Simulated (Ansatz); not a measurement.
# Mixing energy, order and entropy in Ta$_{9}$Al

These are results of DFT PBE, scalar-relativistic, plane waves, PAW in Ansatz 0.2.0, not measurements.

Settings: cutoff 420 eV, Γ-centred mesh 5×5×5 on the computed 20-atom cell, Gaussian smearing of 0.10 eV; no spin polarisation.

Cells of 20 atoms on a bcc lattice, 2 Al, 18 Ta, each occupation relaxed without symmetry on a coarser mesh and computed once more. α is the first-shell Warren–Cowley parameter of unlike pairs (negative: unlike neighbours in excess, 0: random). ΔH counts from the elements in their standard crystals. 1 further occupation drawn came out the same as one of these and is left out.

| cell | α | ΔH (meV/atom) | V (Å³/atom) | rms shift from sites (Å) |
| --- | --- | --- | --- | --- |
| 1 | 0.03 | -25 | 18.07 | 0.03 |
| 2 | -0.11 | -15 | 18.05 | 0.02 |

Weigh the mixing energy against the ideal entropy.

Ideal mixing gives S = −k_B Σ x ln x = 0.325 k_B per atom (2.7 J/(mol K)), worth 28 meV/atom at 1000 K. The cell nearest to random, 1, has ΔH = -25 meV/atom. It is already below the pure elements, so the rivals are ordered compounds, not the elements: strong attraction usually means ordering on cooling. ΔH includes the cost of putting the elements on this lattice where they prefer another, and what the coarser relaxation leaves, which can only raise it; vibrational entropy is left out.

Does the alloy prefer like or unlike neighbours?

Across α from -0.11 to 0.03 the energy spans 10 meV/atom, a slope of -71 meV/atom per unit of α. Higher α is lower in energy: like neighbours are favoured, a tendency to cluster, although ΔH is negative, so the first shell alone doesn't order these cells. With 2 cells this is a hint: farther shells and local relaxation also differ between them.

The final mesh leaves forces up to 0.12 eV/Å and stresses up to 0.4 GPa.

Spin–orbit coupling is left out, which can shift energies with elements as heavy as these.

Cost: 5 runs of about 26 core-minutes in all (earlier runs that led there not counted), on Intel Xeon Platinum 8259CL (Skylake/Cascade Lake) (shared hosts).